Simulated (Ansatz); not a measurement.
Run this with Ansatz's Python interface and show what comes out.

`h6si2_composite.py`:
```python
"""Relax H6Si2 cheaply, then refine its energy."""

from dataclasses import dataclass
import itertools

import ansatz as az
from ase.data import atomic_numbers, covalent_radii
import numpy as np


@dataclass
class RunConfig:
    basis: str = "def2-SVP"
    functional: str = "r2scan"


settings = RunConfig()


def main() -> None:
    mol = (
        az.Crystal.molecule()
        .atom("Si", (-0.3054, 0.445, -0.9708))
        .atom("Si", (0.3349, -0.5051, 0.9748))
        .atom("H", (0.7807, 0.9443, -1.8016))
        .atom("H", (-1.0691, -0.4536, -1.8123))
        .atom("H", (-1.2073, 1.6681, -0.719))
        .atom("H", (1.1277, 0.4678, 1.8005))
        .atom("H", (1.2208, -1.6855, 0.6984))
        .atom("H", (-0.7902, -0.938, 1.7742))
    )

    calc = (
        mol.calculation()
        .basis(gaussian=settings.basis)
        .functional(settings.functional)
    )
    symbols = [site.symbol for site in mol.cartesian_sites]
    start = np.array([site.position_ang for site in mol.cartesian_sites], dtype=float)
    report = calc.relax(force_tolerance=0.01).run(threads=1, pin="off").report
    end = np.array(report["positions_ang"])
    # pairs closer than 1.2 times the sum of covalent radii, before or after
    radius = [covalent_radii[atomic_numbers[s]] for s in symbols]
    span = lambda where, i, j: np.linalg.norm(where[i] - where[j])
    bonded = [(i, j) for i, j in itertools.combinations(range(len(symbols)), 2) if min(span(start, i, j), span(end, i, j)) < 1.2 * (radius[i] + radius[j])]
    print("pair        before    after (A)")
    for i, j in bonded:
        print(f"{symbols[i]}{i}-{symbols[j]}{j}".ljust(10), f"{span(start, i, j):8.4f} {span(end, i, j):8.4f}")

    minimum = az.Crystal.molecule()
    for symbol, place in zip(symbols, end):
        minimum = minimum.atom(symbol, place.tolist())
    at_minimum = minimum.calculation()
    # MP2 extrapolated to the basis limit, plus the small-basis difference CCSD(T) - MP2
    level = lambda method, basis: at_minimum.basis(gaussian=basis).correlation(method).run(threads=1, pin="off").report
    small, large, cluster = level("mp2", "cc-pVDZ"), level("mp2", "cc-pVTZ"), level("ccsd_t", "cc-pVDZ")
    corr = lambda each: (each["free_energy_ev"] - each["reference_energy_ev"]) / 27.211386246
    mp2_limit = (27 * corr(large) - 8 * corr(small)) / 19
    pieces = {"HF / cc-pVTZ": large["reference_energy_ev"] / 27.211386246, "MP2 correlation, DZ-TZ limit": mp2_limit, "CCSD(T) - MP2 / cc-pVDZ": corr(cluster) - corr(small)}
    for name, value in pieces.items():
        print(f"{name:32s} {value:14.6f} Ha")
    print(f"{'sum':32s} {sum(pieces.values()):14.6f} Ha")
    print("T1 diagnostic", round(cluster["correlation"]["coupled_cluster"]["t1_diagnostic"], 4))


if __name__ == "__main__":
    main()
```

```console
$ python h6si2_composite.py
pair        before    after (A)
Si0-Si1      2.2579   2.3460
Si0-H2       1.4557   1.4950
Si0-H3       1.4487   1.4950
Si0-H4       1.5404   1.4949
Si1-H5       1.5023   1.4950
Si1-H6       1.5015   1.4949
Si1-H7       1.4465   1.4950
HF / cc-pVTZ                        -581.370435 Ha
MP2 correlation, DZ-TZ limit          -0.285557 Ha
CCSD(T) - MP2 / cc-pVDZ               -0.057935 Ha
sum                                 -581.713927 Ha
T1 diagnostic 0.0121
```

Total energies depend on the basis set; only differences at equal settings carry meaning. The sum leaves out core correlation, relativity, the Hartree-Fock basis error and zero-point energy; a DZ-TZ extrapolation is rough. Inner cores stay frozen, so this is valence correlation. For Al to Cl the sets with a tight d function, cc-pV(X+d)Z, are usual. An extrapolation from small basis sets is rough. The whole script took 10 s on 1 thread of INTEL(R) XEON(R) PLATINUM 8581C CPU @ 2.10GHz (Emerald Rapids) (shared host), peak memory 0.31 GiB.
